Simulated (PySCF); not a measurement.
Electric field gradients and quadrupole coupling constants

Compound: C4H11NP (charge -1).
Numbering: `[CH3:1][CH2:2][N:3]([PH-:4])[CH2:5][CH3:6]` (hydrogens: H7, H8, H9 on C1; H10, H11 on C2; H12 on P4; H13, H14 on C5; H15, H16, H17 on C6)

Cartesian coordinates in Å at the GFN2-xTB level; atoms count from 1:
```
atom  x, y, z in Å
C1    -1.7525    0.9949   -0.9883
C2    -1.2227   -0.4145   -0.7027
N3    -0.1806   -0.5099    0.2880
P4    -0.7279   -0.2200    1.9558
C5     1.0372    0.1767   -0.0952
C6     2.2096   -0.3728    0.7034
H7    -2.0514    1.4381   -0.0408
H8    -0.9778    1.6152   -1.4374
H9    -2.6102    0.9552   -1.6613
H10   -0.8464   -0.8586   -1.6429
H11   -2.0499   -1.0286   -0.3367
H12   -0.4472   -1.5112    2.3325
H13    1.2004    0.0052   -1.1723
H14    0.9825    1.2675    0.0643
H15    1.9309   -0.3126    1.7539
H16    3.1167    0.2043    0.5206
H17    2.3823   -1.4168    0.4490
```

Field gradients from the PBE0/pcSseg-1 density (PySCF, non-relativistic), principal values in atomic units, ordered |Vxx| ≤ |Vyy| ≤ |Vzz|:

```tsv
atom	Vxx	Vyy	Vzz
N3	0.4575	0.7637	-1.2212
```

Task: Find the asymmetry η = (Vxx − Vyy)/Vzz and the couplings χ = eQV/h (234.96 MHz × Q in barn × V in au), with Q(14N) = 0.02044 b.

Result: 
```tsv
atom	environment	nucleus	η	χzz (MHz)	χxx (MHz)	χyy (MHz)
N3	nitrogen bonded to 2 C and P	14N	0.25	-5.86	2.20	3.67
```

Task: What is Vzz at N3 in SI units (1 au = 9.71736 × 10²¹ V/m²)?

Result: -1.2212 au = -11.867 × 10²¹ V/m².

Were the hydrogens deuterons (Q(2H) = 0.00286 b), χzz would run from 166 kHz (H12) to 216 kHz (H17).

One conformer (not necessarily the lowest) at the GFN2-xTB geometry, without solvent, vibrations or thermal averaging. The pcSseg-1 basis has no diffuse functions, a weakness for an anion. The HOMO energy is positive at this level (+1.05 eV), so the outermost electrons may be held by the finite basis alone. GFN2-xTB bond lengths can be off by several hundredths of an ångström, more for odd bonds, and the gradients follow them. The small basis limits the accuracy of the gradients.

The run behind these numbers computed NMR shieldings as well. The run took 17 s on one thread, Arm Neoverse V2 (aarch64), shared host, and the process peaked at 0.75 GiB of memory.
